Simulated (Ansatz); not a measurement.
# C₂H₃F₂+: one structure at several levels

An exercise on one series of results from a longer session: the logs are not shown, and one member is left open.

The runs use Ansatz 0.2.0, Gaussian basis; single points in def2-TZVPP.

Correlated methods freeze the cores. B3LYP uses VWN-RPA correlation.

**Where the work starts**

7 atoms, charge 1, spin multiplicity 1.

Atoms are counted from 1 here; the program's logs count them from 0.

Bond lengths: F1–C2 1.315 Å, C2–C3 1.538 Å, C3–F4 1.380 Å, C3–H6 0.888 Å, C3–H7 0.882 Å. Angles: F1–C2–C3 133.4°, C2–C3–F4 104.4°, C2–C3–H6 116.6°, C2–C3–H7 110.8°, F4–C3–H6 103.6°, F4–C3–H7 106.1°, H6–C3–H7 114.0°.

Coordinates:

```xyz
7

F    -1.45400    0.66440   -1.09750
C    -0.38390    0.63070   -0.33350
C     0.33090   -0.49330    0.43570
F    -0.43350   -1.61560    0.19220
H     0.14220    1.98990   -0.47600
H     1.13780   -0.72280    0.14530
H     0.28960   -0.35260    1.30530
```

Set-up of the first run:

File run/in.yaml:

```yaml
crystal:
  periodic: [false, false, false]
  atoms:
    - {symbol: F, position_ang: [-1.454000, 0.664400, -1.097500]}
    - {symbol: C, position_ang: [-0.383900, 0.630700, -0.333500]}
    - {symbol: C, position_ang: [0.330900, -0.493300, 0.435700]}
    - {symbol: F, position_ang: [-0.433500, -1.615600, 0.192200]}
    - {symbol: H, position_ang: [0.142200, 1.989900, -0.476000]}
    - {symbol: H, position_ang: [1.137800, -0.722800, 0.145300]}
    - {symbol: H, position_ang: [0.289600, -0.352600, 1.305300]}
basis:
  gaussian: {orbitals: def2-TZVPP}
total_charge: 1
correlation: {method: ccsd_t}
output: {forces: true}
```

Started as:

```bash
> ansatz run in.yaml --threads 8 --pin off --events-out ev --progress --plain --max-ram 10444MiB
```

Steps of the session up to this table: CCSD(T)/def2-TZVPP; PBE0-D4/def2-TZVPP; wB97M-V/def2-TZVPP; r2SCAN-D4/def2-TZVPP; PBE-D4/def2-TZVPP; B3LYP-D4/def2-TZVPP; LC-wPBE/def2-TZVPP.

One table of the session follows, with a row left open; its other results are not shown here.

```
   method  RMS force component (eV/Å)  angle to CCSD(T) forces (°)
  CCSD(T)                       5.809                    reference
  PBE0-D4                       5.949                          1.7
  wB97M-V                       5.813                          0.8
r2SCAN-D4                       5.881                          2.1
   PBE-D4                           ?                            ?
 B3LYP-D4                       5.799                          1.3
  LC-wPBE                       5.961                          1.6
```

Q: Estimate the row for PBE-D4 from the others.

**Answer.** RMS force component (eV/Å): 5.913; angle to CCSD(T) forces (°): 3.8. In the column «RMS force component (eV/Å)» it lies between r2SCAN-D4 (5.881) and PBE0-D4 (5.949).

Limits of these values: CCSD(T) in triple zeta still lacks some correlation energy of the bonds, so part of these gaps is its own basis error and they don't rank the functionals.
